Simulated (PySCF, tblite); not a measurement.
Compound: disiloxane, H₆OSi₂.
Atom-mapped SMILES: `[SiH3:1][O:2][SiH3:3]` (hydrogens: H4, H5, H6 on Si1; H7, H8, H9 on Si3)

Computed with GFN2-xTB (tblite), gas phase: Langevin dynamics at 200 K from the optimised GFN2-xTB geometry, time step 0.5 fs, friction 0.01 fs⁻¹, 2000 steps. Over the second half of the run the saved frames average 215 K.

Frame at 250 fs, instantaneous temperature 133 K:
```
atom  x, y, z in Å
Si1    -1.518   -0.391    0.437
O2      0.032   -0.169    0.055
Si3     1.652   -0.275   -0.069
H4     -1.881    0.817    1.149
H5     -2.362   -0.403   -0.748
H6     -1.801   -1.651    1.295
H7      2.075   -1.623   -0.298
H8      2.069    0.749   -0.989
H9      2.220    0.039    1.281
```

Frame at 425 fs, instantaneous temperature 159 K:
```
atom  x, y, z in Å
Si1    -1.519   -0.595    0.358
O2      0.004   -0.459   -0.130
Si3     1.624   -0.581   -0.364
H4     -2.171    0.735    0.355
H5     -2.129   -1.448   -0.681
H6     -1.539   -1.110    1.745
H7      1.688   -1.431   -1.518
H8      2.140    0.754   -0.519
H9      2.352   -1.168    0.857
```

Frame at 625 fs, instantaneous temperature 259 K:
```
atom  x, y, z in Å
Si1    -2.023   -0.506    0.446
O2     -0.378   -0.384    0.280
Si3     1.033   -0.341   -0.459
H4     -2.447    0.214   -0.798
H5     -2.458   -1.952    0.354
H6     -2.434    0.036    1.745
H7      1.231   -1.669   -1.111
H8      1.073    0.892   -1.295
H9      1.868   -0.248    0.676
```

Frame at 800 fs, instantaneous temperature 242 K:
```
atom  x, y, z in Å
Si1    -2.441    0.017    0.472
O2     -0.964   -0.270   -0.074
Si3     0.603    0.027   -0.108
H4     -3.175    0.666   -0.699
H5     -3.038   -1.274    0.895
H6     -2.413    1.060    1.572
H7      1.335   -1.201   -0.345
H8      0.836    1.044   -1.154
H9      1.079    0.600    1.173
```

Frame at 1000 fs, instantaneous temperature 204 K:
```
atom  x, y, z in Å
Si1    -2.615    0.404    0.695
O2     -1.053    0.246    0.314
Si3     0.208   -0.095   -0.668
H4     -3.305    1.393   -0.076
H5     -3.315   -0.838    0.406
H6     -2.620    0.733    2.088
H7      0.108   -1.441   -1.169
H8      0.270    0.852   -1.768
H9      1.404   -0.105    0.232
```

Question: What do single points at PBE0/def2-SVPD (PySCF, gas phase, TDDFT, vertical, frozen core in the response) give on these frames?

Answer: 
| t (fs) | GFN2-xTB E above start (eV) | DFT E above lowest frame (eV) | HOMO (eV) | LUMO (eV) | dipole (D) | S1 (eV) | f(S1) |
| --- | --- | --- | --- | --- | --- | --- | --- |
| 250 | 0.19 | 0.07 | -8.48 | -0.21 | 0.60 | 6.86 | 0.002 |
| 425 | 0.12 | 0.03 | -8.52 | -0.22 | 0.33 | 6.90 | 0.003 |
| 625 | 0.22 | 0.19 | -8.40 | -0.28 | 0.41 | 6.74 | 0.004 |
| 800 | 0.14 | 0.00 | -8.58 | -0.21 | 0.33 | 6.99 | 0.007 |
| 1000 | 0.10 | 0.01 | -8.65 | -0.21 | 0.46 | 7.02 | 0.002 |

The two levels order the frames alike by energy but for pairs within 0.08 eV at one level; measured from each level's lowest frame they differ by 0.07 eV at most. The HOMO–LUMO gap runs from 8.12 to 8.44 eV. These are instantaneous structures, not minima.

What follows is the cost of the whole dynamics run. Hardware: one thread of an Intel Xeon Platinum 8488C, no GPU, on a shared host. Cost: 5.6 s, 0.18 GiB resident at most.
